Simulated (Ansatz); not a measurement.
Relaxation of C₃ with UKS r2SCAN-D4/def2-TZVP.

```sh
$ ansatz run in.yaml --threads 4 --pin off --events-out ev --progress --plain --max-ram 3916MiB
```

```yaml
crystal:
  periodic: [false, false, false]
  atoms:
    - {symbol: C, position_ang: [-0.000247, -0.000206, 0.000352]}
    - {symbol: C, position_ang: [0.866183, -0.958262, 0.045111]}
    - {symbol: C, position_ang: [-0.865937, 0.958468, -0.045463]}
basis:
  gaussian: {orbitals: def2-TZVP}
magnetization: {spin_polarized: true, initial_magnetization: 4}
hamiltonian: {xc: r2scan, dispersion: d4}
scf: {omitted_lower_state_checks: [starts]}
output: {orbitals: {seedname: orbitals}}
relax: {f_tol: 0.02, max_steps: 100}
```

Hardware: 4 threads of Arm Neoverse V2 on a shared host. Wall time 3.6 s.

Positions (Å) and forces (eV/Å) at steps 1, 2, 3 of 3:

```xyz
3
step=1 energy=-3099.7396 eV
C     0.000    0.000    0.000    0.002    0.002   -0.004
C     0.866   -0.958    0.045   -0.939    1.036   -0.047
C    -0.866    0.958   -0.045    0.936   -1.039    0.051
3
step=2 energy=-3099.7667 eV
C     0.000    0.000    0.000    0.002    0.001   -0.003
C     0.855   -0.946    0.045   -0.136    0.149   -0.006
C    -0.855    0.946   -0.045    0.134   -0.150    0.008
3
step=3 energy=-3099.7672 eV
C     0.000    0.000    0.000    0.001    0.001   -0.002
C     0.853   -0.944    0.044    0.004   -0.006    0.001
C    -0.853    0.944   -0.045   -0.006    0.005    0.001
```

The charge 0 quintet is spin-contaminated (final ⟨S²⟩ up to 6.13, 6.00 for a pure state). At r2SCAN-D4/def2-TZVP a singlet of charge 0 lies 2.56 eV below the quintet, each at its own geometry. The structure comes from a short search, and lower isomers may exist.
